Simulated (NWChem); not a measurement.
# Polarisability of hydrogen fluoride (HF)

```
F
H 1 0.9248
```
Charge 0, spin multiplicity 1.

Everything below was run with NWChem. All single points use one geometry, from B3LYP/def2-SVP, a minimum by its harmonic frequencies.

Basis set: 6-31G*. Static limit. This basis has no diffuse functions, which lowers polarisabilities.

B3LYP has NWChem's definition, with VWN1-RPA local correlation. The Pople sets run with spherical d functions.

Task: For the isotropic polarisability, HF gives 2.63 bohr³ and BHandHLYP gives 2.69 bohr³. What do PBE, B3LYP give?

Result: PBE: 2.78 bohr³; B3LYP: 2.73 bohr³.
